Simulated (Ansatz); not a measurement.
CH7NSi⁺, that is SiH3(NHMe) with one electron fewer. The state is a doublet with charge 1. Geometry PBE0-D4/def2-TZVP, that of the neutral singlet; atoms count from 1.

Cartesian coordinates in Å:
```
Si -1.322 0.256 0.390
H -1.774 0.819 1.690
H -1.811 1.124 -0.721
H -1.955 -1.079 0.180
N 0.383 0.170 0.456
C 1.236 -0.335 -0.593
H 0.863 0.479 1.283
H 1.809 -1.215 -0.279
H 0.629 -0.640 -1.449
H 1.943 0.420 -0.956
```

Q: Estimate the Mulliken populations from the PBE0/def2-TZVP orbitals of Ansatz.

A: 
| atom | charge (e) | spin (α − β) |
| --- | --- | --- |
| Si1 | 0.17 | -0.04 |
| H2 | 0.07 | 0.00 |
| H3 | 0.10 | 0.09 |
| H4 | 0.10 | 0.09 |
| N5 | -0.10 | 0.79 |
| C6 | -0.31 | -0.02 |
| H7 | 0.30 | -0.03 |
| H8 | 0.23 | 0.06 |
| H9 | 0.19 | 0.00 |
| H10 | 0.23 | 0.06 |
Mulliken values depend strongly on the basis.

Q: Where does the spin sit?

A: Summed by element: Si -0.04, H 0.27, N 0.79, C -0.02, of 1 unpaired in all. Largest on single atoms: N5 0.79, H3 0.09, H4 0.09.

Q: And the Mayer bond orders between heavy atoms (over 0.3)?

A: Si1–N5 0.99 (1.71 Å); N5–C6 1.02 (1.44 Å).
